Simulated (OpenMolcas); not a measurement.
## C2H6B (SMILES [CH2]BC): the vertical energy of the quartet above the doublet from total energies

The species is C2H6B (9 atoms), meant as a doublet with charge 0. SMILES: `[CH2]BC`. The coordinates come from a PBE0-D4/def2-TZVP relaxation. This is one conformer, not always the lowest.

```xyz
9

C    -0.8401    0.7433   -1.0235
B     0.1918    0.5408    0.0891
C     0.5250   -0.8601    0.6918
H    -1.4066   -0.0784   -1.4578
H    -1.0745    1.7149   -1.4506
H     0.7691    1.5066    0.5130
H    -0.0365   -1.6953    0.2675
H     1.5961   -1.0692    0.5764
H     0.3642   -0.8492    1.7771
```

Both states at this one shape; open shells run unrestricted unless said. 1 Eh = 27.2114 eV.

```tsv
level	program	doublet C2H6B (Eh)	quartet C2H6B (Eh)
U-r2SCAN/6-311+G**	OpenMolcas	-104.569204	-104.336898
UB3LYP/6-311+G**	OpenMolcas	-104.653373	-104.408252
UBHLYP/6-311+G**	OpenMolcas	-104.579310	-104.323264
UM06-2X/6-311+G**	OpenMolcas	-104.581941	-104.328447
```

Problem. Work out the vertical gap, second state less first, at each level.

Solution. 
1. U-r2SCAN/6-311+G**: -104.336898 − (-104.569204) = 0.232306 Eh = 6.32 eV.
2. UB3LYP/6-311+G**: -104.408252 − (-104.653373) = 0.245121 Eh = 6.67 eV.
3. UBHLYP/6-311+G**: -104.323264 − (-104.579310) = 0.256046 Eh = 6.97 eV.
4. UM06-2X/6-311+G**: -104.328447 − (-104.581941) = 0.253494 Eh = 6.90 eV.

No measured value is set beside it here; the levels span 6.32 to 6.97 eV.
